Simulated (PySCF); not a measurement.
Potential energy curve for SMILES C=O (CH₂O). The C1–O4 bond (C1 also carries H, H; O4 carries nothing else) is stretched with both fragments frozen at the PBE0/def2-TZVP optimised geometry.

Computed with CCSD(T) on UHF/cc-pVDZ, 2 core orbitals frozen (PySCF 2.14.0).

Q: Relative to R = 1.23 Å, what are the energies at R = 1.39, 1.60, 1.78, 3.24 Å?

A: 86.8 kJ/mol at 1.39 Å, 277.5 kJ/mol at 1.60 Å, 431.8 kJ/mol at 1.78 Å, 708.7 kJ/mol at 3.24 Å.

The unrestricted determinant behind UCCSD(T) is spin-contaminated at 1.23 to 4.22 Å (<S²> up to 2.0, against 0.00 for a pure singlet).
